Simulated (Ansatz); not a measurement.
Frontier orbitals of C4H3ClS, SMILES `Clc1ccsc1`.

```csv
atom,x (Å),y (Å),z (Å)
Cl1,-1.259,0.962,-2.077
C2,-0.314,0.374,-0.769
C3,-0.880,-0.288,0.348
C4,0.075,-0.656,1.246
S5,1.636,-0.202,0.732
C6,1.041,0.496,-0.704
H7,-1.939,-0.472,0.464
H8,-0.059,-1.171,2.184
H9,1.700,0.955,-1.423
```

Charge 0, multiplicity 1. All single points use the PBE0-D4/def2-TZVP geometry. Basis def2-TZVPP, Ansatz 0.2.0.

```json
{"functional": "PBE", "HOMO (eV)": "-5.87", "LUMO (eV)": "-1.55", "gap (eV)": "4.32"}
{"functional": "revPBE", "HOMO (eV)": "-5.80", "LUMO (eV)": "-1.47", "gap (eV)": "4.33"}
{"functional": "r2SCAN", "HOMO (eV)": "-6.07", "LUMO (eV)": "-1.42", "gap (eV)": "4.65"}
{"functional": "B97M-V", "HOMO (eV)": "-6.07", "LUMO (eV)": "-1.35", "gap (eV)": "4.72"}
{"functional": "PBE0", "HOMO (eV)": "-6.94", "LUMO (eV)": "-0.70", "gap (eV)": "6.24"}
{"functional": "BHLYP", "HOMO (eV)": "-7.82", "LUMO (eV)": "0.30", "gap (eV)": "8.12"}
{"functional": "LC-ωPBE", "HOMO (eV)": "-9.49", "LUMO (eV)": "1.41", "gap (eV)": "10.90"}
{"functional": "ωB97M-V", "HOMO (eV)": "-9.00", "LUMO (eV)": "1.36", "gap (eV)": "10.36"}
```

A quarter of exact exchange (PBE0) shifts PBE's HOMO by −1.07 eV and its LUMO by +0.85 eV; full exchange at long range (ωB97M-V) shifts them by −3.13 and +2.91 eV. The gap opens from 4.32 to 10.36 eV, since occupied levels lose self-interaction and empty ones feel all the electrons. A positive LUMO is unbound and depends on the basis.

LC-ωPBE has ω = 0.4 bohr⁻¹.
